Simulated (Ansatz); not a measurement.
**AlNH₃+ (singlet): wave-function methods side by side, cc-pVDZ**

One table from this session's results is given with a row withheld; the runs are named, their logs left out.

Method: cc-pVDZ, core rule «outside noble gas», up to 6 orbitals frozen; program: Ansatz 0.2.0, Gaussian basis.

Plan: UHF; CCSD(T) on RHF; BCCD(T) on RHF; CISD; CCSDT(Q) on RHF.

24 further runs of the same task are left out: 3 for a known fault of the program, 11 that didn't finish, 10 set aside as unsound or not needed.

## The system

The geometry is a PBE0/def2-TZVP stationary point (not a proven minimum) of the parent state, kept for this charge and spin.

5 atoms, charge 1, spin multiplicity 1.

Atoms are counted from 1 here; the program's logs count them from 0.

Bond lengths: Al1–N2 1.774 Å, Al1–H3 1.604 Å, N2–H4 1.009 Å, N2–H5 1.007 Å. Angles: N2–Al1–H3 115.8°, Al1–N2–H4 124.4°, Al1–N2–H5 125.4°, H4–N2–H5 110.2°.

The first run:

Contents of in.yaml:

```yaml
crystal:
  periodic: [false, false, false]
  atoms:
    - {symbol: Al, position_ang: [0.000000, -0.104009, 0.648758]}
    - {symbol: N, position_ang: [0.000000, 0.087527, -1.114734]}
    - {symbol: H, position_ang: [0.000000, 1.256470, 1.498750]}
    - {symbol: H, position_ang: [0.000000, 0.977077, -1.591329]}
    - {symbol: H, position_ang: [0.000000, -0.665655, -1.783277]}
basis:
  gaussian: {orbitals: cc-pVDZ}
total_charge: 1
magnetization: {spin_polarized: true, initial_magnetization: 0}
hamiltonian: {xc: hf}
output: {orbitals: {seedname: orbitals}}
```

On the command line:

```bash
> ansatz run in.yaml --threads 1 --pin off --events-out ev --progress --plain --max-ram 2393MiB
```

Among the steps run: UHF; CCSD(T) on RHF; BCCD(T) on RHF; CISD; CCSDT(Q) on RHF.

One table of the session follows, with a row left open; its other results are not shown here.

```
   method  from RCCSDT(Q) (meV)
      RHF               +6949.6
     RMP2                +794.7
     CISD                     ?
    RCCSD                +212.7
 RCCSD(T)                 +35.2
  BCCD(T)                 +35.5
   RCCSDT                 +18.7
RCCSDT(Q)                     0
```

Q: Estimate the row for CISD from the others.

The run gave: from RCCSDT(Q) (meV): +691.6. In the column «from RCCSDT(Q) (meV)» it lies between RCCSD (+212.7) and RMP2 (+794.7).
